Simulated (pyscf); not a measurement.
PySCF, gas phase, ωB97X-D3(BJ)/def2-SVP geometries. MP2 and CC: frozen core, UHF for open shells. ΔMP2 is the change of the MP2 total energy from the triple- to the quadruple-zeta basis.

SMILES: ClCCCl
```xyz
8

Cl    -1.2698    -0.5969    -2.1952
C     -0.1988     0.5357    -1.3272
C      0.0076     0.0481     0.0945
Cl     1.0703     1.1860     0.9656
H     -0.6681     1.5284    -1.3369
H      0.7561     0.5872    -1.8669
H     -0.9483    -0.0096     0.6319
H      0.4828    -0.9419     0.1048
```

Task: What are the homolytic bond dissociation enthalpies (298 K) of Cl–CH₂–CH₂–Cl (SMILES ClCCCl) at CCSD(T)/def2-TZVPP + ΔMP2(QZVPP), weakest first?

Result: C–Cl to Cl• + •H₂C–CH₂–Cl: 83.1 kcal/mol; C–C to •H₂C–Cl + •H₂C–Cl: 86.8 kcal/mol; C–H to Cl–CH•–CH₂–Cl + H•: 97.5 kcal/mol. Ring and multiple bonds, and those that leave no two simple radicals, are not listed. Other isomers of •H₂C–CH₂–Cl, Cl–CH•–CH₂–Cl were not searched in full and may lie lower. The CCSD(T) − MP2 part came from Ansatz, without density fitting, on the same reference. Left out: the spin-orbit lowering of Cl.
